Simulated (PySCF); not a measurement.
## Worked example: building the atomization energy of NClO, singlet

Measured: the G2/97 heats of formation, with zero-point and thermal terms from B3LYP taken off, give an electronic atomization energy of 191.3 kcal/mol (Curtiss et al., J. Chem. Phys. 106, 1063 (1997); Staroverov et al., J. Chem. Phys. 119, 12129 (2003)). The calculation below tries to reproduce it.

Geometry (MP2(full)/6-31G*, from the G2/97 set):

```json
{"atom": "Cl", "x (Å)": "-0.5258", "y (Å)": "-0.9400", "z (Å)": "0.0000"}
{"atom": "N", "x (Å)": "0.0119", "y (Å)": "1.0183", "z (Å)": "0.0000"}
{"atom": "O", "x (Å)": "1.1546", "y (Å)": "1.1916", "z (Å)": "0.0000"}
```

Atomization energies (atoms less molecule, kcal/mol) from PySCF 2.14.0, frozen cores, restricted molecule, unrestricted atoms (their steps beyond CCSDT from full CI of the atoms), sets cc-pV(D+d)Z, cc-pV(T+d)Z, cc-pV(Q+d)Z:

```
   level      DZ      TZ      QZ
      HF   34.27   39.19   39.86
 CCSD(T)  161.94  177.18  184.10
   CCSDT  162.48       –       –
CCSDT(Q)  164.48       –       –
```

Extrapolate Hartree–Fock with exp(−5.46 √X) and the CCSD(T) correlation part with X⁻³ (X = 3, 4), add each higher step from the largest set that has it, and compare with the measured value.

Hartree–Fock: 39.86 + (39.86 − 39.19) × 0.301 = 40.06.
Correlation: TZ 137.99, QZ 144.24; (64 × 144.24 − 27 × 137.99) / 37 = 148.80.
Full triples (DZ): 162.48 − 161.94 = 0.54.
(Q) (DZ): 164.48 − 162.48 = 2.00.
Sum: 191.4 kcal/mol, 0.1 above the measured 191.3.

The steps beyond CCSD(T) add 2.54 kcal/mol, while going from QZ to the limit adds 4.76. Core correlation, scalar relativity, spin–orbit terms and the relaxation from this MP2 geometry are missing from the sum, and the measured value has its own uncertainty.
